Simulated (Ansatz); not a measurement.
# SiPH (singlet): the correlation ladder at a displaced geometry (v2), cc-pVTZ

The task here is to estimate one member of a computed series from the others.

The runs use Ansatz 0.2.0, Gaussian basis; cc-pVTZ, core rule «outside noble gas», up to 10 orbitals frozen.

The runs, in order: UHF; CCSD(T) on RHF; CCSD(T) on UHF; BCCD(T) on RHF; CCSDT(Q) on RHF; CASSCF and NEVPT2, 10 electrons in 9 orbitals.

9 further runs of the same task are left out: 5 that didn't finish, 4 set aside as unsound or not needed.

## The geometry

The geometry is a PBE0/def2-TZVP stationary point (not a proven minimum) with its atoms shifted at random (size 0.100 Å).

3 atoms, charge 0, spin multiplicity 1.

Atoms are counted from 1 here; the program's logs count them from 0.

Bond lengths: Si1–P2 2.040 Å, P2–H3 1.462 Å. Angles: Si1–P2–H3 60.4°.

Set-up of the first run:

Contents of in.yaml:

```yaml
crystal:
  periodic: [false, false, false]
  atoms:
    - {symbol: Si, position_ang: [0.086499, -0.013718, 1.070632]}
    - {symbol: P, position_ang: [-0.078376, -0.028149, -0.962565]}
    - {symbol: H, position_ang: [-0.001755, 1.247276, -0.252974]}
basis:
  gaussian: {orbitals: cc-pVTZ}
magnetization: {spin_polarized: true, initial_magnetization: 0}
hamiltonian: {xc: hf}
output: {orbitals: {seedname: orbitals}}
```

Run with:

```sh
> ansatz run in.yaml --threads 1 --pin off --events-out ev --progress --plain --max-ram 2393MiB
```

Steps of the session up to this table: UHF; CCSD(T) on RHF; CCSD(T) on UHF; BCCD(T) on RHF; CCSDT(Q) on RHF; CASSCF and NEVPT2, 10 electrons in 9 orbitals.

One table of the session follows, with a row left open; its other results are not shown here.

| method | from RCCSDT(Q) (kJ/mol) |
| --- | --- |
| RHF | +768.4 |
| UHF | +768.3 |
| RMP2 | +119.3 |
| RCCSD | +51.0 |
| RCCSD(T) | ? |
| BCCD(T) | +6.3 |
| RCCSDT | +3.8 |
| RCCSDT(Q) | 0 |
| CASSCF valence | +548.5 |
| NEVPT2 valence | +124.5 |

**Question.** Estimate the row for RCCSD(T).

**Answer.** from RCCSDT(Q) (kJ/mol): +6.4. In the column «from RCCSDT(Q) (kJ/mol)» it lies between BCCD(T) (+6.3) and RCCSD (+51.0).

Not comparable, so not listed: CCSD(T) on UHF (they don't share determinant, frozen orbitals or solution with the rows shown, or repeat one).

To keep in mind: Warnings: restricted reference is unstable.
